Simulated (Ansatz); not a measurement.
# BH6N: the cost of one run

All numbers below are computed with Ansatz 0.2.0 (RKS B3LYP/def2-SVP).

### 1 The starting structure

Bond lengths: N2–H3 1.060 Å, N2–H4 1.060 Å, B1–H5 1.190 Å, B1–H6 1.190 Å. Angles: H3–N2–H4 120.0°, H5–B1–H6 120.0°.

Coordinates:

```xyz
8

B     0.0000    0.0000    0.0000
N     0.0000    0.0000    1.9000
H    -0.8770   -0.2713    2.4300
H     0.8770    0.2713    2.4300
H     1.0305    0.0000   -0.5950
H    -1.0305    0.0000   -0.5950
H    -0.1864    1.4017    0.4698
H    -0.1534    1.1538    1.3606
```

### 2 Pulling towards end A

Springs on the bonds that form and break draw the guess towards this end; the thresholds are loose.

input.yaml reads:

```yaml
crystal:
  periodic: [false, false, false]
  atoms:
    - { symbol: B, position_ang: [0.0, 0.0, 0.0] }
    - { symbol: "N", position_ang: [0.0, 0.0, 1.9] }
    - { symbol: H, position_ang: [-0.877, -0.2713, 2.43] }
    - { symbol: H, position_ang: [0.877, 0.2713, 2.43] }
    - { symbol: H, position_ang: [1.0305, 0.0, -0.595] }
    - { symbol: H, position_ang: [-1.0305, 0.0, -0.595] }
    - { symbol: H, position_ang: [-0.1864, 1.4017, 0.4698] }
    - { symbol: H, position_ang: [-0.1534, 1.1538, 1.3606] }
basis:
  gaussian: { orbitals: def2-SVP }
hamiltonian:
  xc: b3lyp
relax:
  f_tol: 0.15
  max_steps: 25
  restrain:
    - { distance: [0, 6], at: 2.39, k: 30.0 }
    - { distance: [7, 1], at: 2.26, k: 30.0 }
    - { distance: [0, 1], at: 1.55, k: 30.0 }
    - { distance: [7, 6], at: 0.66, k: 30.0 }
```

Started as:

```
ansatz run input.yaml --threads 1 --pin off --max-ram 2048MiB --backend cpu --events-out ev --progress --plain --runs-dir out
```

Q: Estimate wall time and peak memory on 1 thread of Arm Neoverse V1, shared host.

About 15 s, with a peak of 0.11 GiB.
